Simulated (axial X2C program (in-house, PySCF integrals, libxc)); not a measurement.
# Outer orbitals of PC⁺ at 1.622 Å, PBE0

Calculated with an in-house all-electron X2C program for linear molecules (integrals from PySCF). Spin-free means the one-electron spin-free X2C Hamiltonian; two-component (2c) means X2C with spin–orbit coupling and atomic mean-field two-electron Coulomb and Gaunt terms, so the difference of the two also holds small scalar two-electron terms. Basis: P dyall-v3z [8s7p2d1f], C dyall-v3z [7s6p2d1f] (cores contracted in-house); Gaussian nuclei, density fitting, unrestricted open shells. Masses: P 30.974 u, C 12.000 u.

The distance is close to the 2c PBE0 minimum; the highest filled and lowest empty levels are listed.

Spin-free orbitals, state M_S = 1, Λ = 1 (beyond evenly filled blocks: σα, π+α, π+β, π-α) (Löwdin shares):

```tsv
symmetry	occupied	ε (eV)	atomic character
σα	yes	-29.57	42% C s, 32% P s, 10% C p
σβ	yes	-27.78	39% P s, 35% C s, 14% C p
σα	yes	-21.71	31% P s, 25% C s, 23% C p
σβ	yes	-19.76	37% P p, 34% P s, 18% C s
σα	yes	-17.72	47% C p, 32% P p, 13% P s
π-α	yes	-17.18	56% C p, 38% P p, 3% P d
π+α	yes	-17.18	56% C p, 38% P p, 3% P d
π+β	yes	-15.90	56% P p, 38% C p, 3% C d
π-β	no	-13.46	58% P p, 37% C p, 3% C d
σβ	no	-12.06	54% C p, 23% C s, 17% P p
π-α	no	-10.23	53% P p, 32% C p, 9% P d
π+α	no	-10.23	53% P p, 32% C p, 9% P d
```

Spinors with spin–orbit coupling (state Ω = 2):

```tsv
ω	occupied	ε (eV)	atomic character	λ mixture
1/2	yes	-29.57	42% C s, 32% P s, 10% C p	100% σ
-1/2	yes	-27.77	39% P s, 35% C s, 14% C p	100% σ
1/2	yes	-21.70	31% P s, 25% C s, 23% C p	100% σ
-1/2	yes	-19.76	37% P p, 34% P s, 18% C s	100% σ
1/2	yes	-17.72	47% C p, 32% P p, 13% P s	100% σ
-1/2	yes	-17.19	56% C p, 38% P p, 3% P d	100% π
3/2	yes	-17.18	56% C p, 37% P p, 3% P d	100% π
1/2	yes	-15.91	57% P p, 38% C p, 3% C d	100% π
-3/2	no	-13.45	58% P p, 37% C p, 3% C d	100% π
-1/2	no	-12.06	54% C p, 23% C s, 17% P p	100% σ
-1/2	no	-10.24	53% P p, 32% C p, 9% P d	100% π
3/2	no	-10.21	54% P p, 32% C p, 9% P d	100% π
```

Mulliken charges and populations of the two-component result (they depend on the basis, above all on diffuse functions):

P 0.67 e (s 5.89 p 8.29 d 0.14 f 0.02), C 0.33 e (s 3.45 p 2.17 d 0.04). ⟨Lz⟩ = 1.00 ħ and ⟨Sz⟩ = 1.00 ħ (0.21 and 0.79 on the two atoms), which add up to Ω.

The state is one determinant whose occupation by symmetry is held fixed; it was picked as the lowest of a PBE0 search that is not exhaustive. Density functionals use the spin component along the axis (collinear). PBE0 can misorder states that lie within some tenths of an eV, so this need not be the ground state of the molecule. The nearest other spin-free determinant of the search, M_S = 0, Λ = 1, lies 0.32 eV up at the distance of the search. The functionals have no current-density term, which raises determinants with orbital currents, atoms included. With several unpaired electrons one determinant need not be a pure state. Open-shell Ω = 0 determinants with evenly filled partner blocks cannot be reached by this program, so the Ω shown need not be the lowest component. The determinant is spin-polarised beyond a pure state at some levels (its spin-free form has ⟨S²⟩ too high), which makes Re and μ there less reliable.
